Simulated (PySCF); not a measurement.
**Spin-Hamiltonian simulation**

Molecule: Pyridazine (SMILES c1ccnnc1).

Geometry:
```
atom   x (Å)   y (Å)   z (Å)
  C1   0.777   0.857  -0.256
  C2  -0.584   0.819  -0.061
  C3  -1.176  -0.437  -0.026
  N4  -0.504  -1.571  -0.169
  N5   0.801  -1.534  -0.357
  C6   1.423  -0.364  -0.401
  H7   1.330   1.788  -0.298
  H8  -1.176   1.717   0.062
  H9  -2.244  -0.553   0.125
 H10   2.495  -0.420  -0.559
```

Single conformer, averaged over atoms made equivalent by symmetry, fast rotation or ring inversion, gas phase, no relativistic terms. Geometry: PBE0-D3(BJ)/def2-TZVP; spin–spin couplings from B3LYP/pcJ-2; shieldings: GIAO B97-2/pcSseg-2; PySCF 2.14.

Referencing at the same level of theory: 1H (σ = 31.64 ppm) vs TMS.

Shifts (ppm): H7/H8 7.33, H9/H10 9.54.
Couplings (Hz): H7–H8: 9.6; H7–H9, H8–H10: 2.1; H7–H10, H8–H9: 6.2; H9–H10: 1.5.

The 4-spin Hamiltonian (Zeeman plus full scalar coupling among like nuclei) was diagonalised exactly; lines are Lorentzian, 1.0 Hz wide, and the maxima above 3 % are listed with the tallest set to 100.

Q: Give the 1H peak list of this spin system at 300 MHz.

A: 
| Hz | ppm | height |
| --- | --- | --- |
| 2870.6 | 9.569 | 4 |
| 2866.2 | 9.554 | 82 |
| 2862.4 | 9.541 | 100 |
| 2861.7 | 9.539 | 99 |
| 2857.9 | 9.526 | 84 |
| 2853.5 | 9.512 | 4 |
| 2207.6 | 7.359 | 4 |
| 2203.2 | 7.344 | 84 |
| 2199.3 | 7.331 | 99 |
| 2198.6 | 7.329 | 100 |
| 2194.8 | 7.316 | 82 |
| 2190.5 | 7.302 | 4 |

Q: And at 400 MHz?

A: 
Hz from δ = 0 (height): 3824.6 (4), 3820.2 (83), 3816.4 (100), 3815.7 (100), 3811.9 (84), 3807.5 (4), 2940.6 (4), 2936.2 (84), 2932.4 (100), 2931.7 (100), 2927.9 (83), 2923.5 (4)

Q: Among coupled protons with different shifts, which pair is furthest from first order, and how does the field change that?

A: H7 and H10: Δν/J is about 106.9 at 300 MHz (close to first order) and 142.6 at 400 MHz (close to first order). J in Hz doesn't depend on the field, while Δν in Hz grows in proportion to it. The system also holds chemically equivalent protons that couple differently to a partner (AA′BB′ or AA′XX′ type), and that part stays second order at any field.
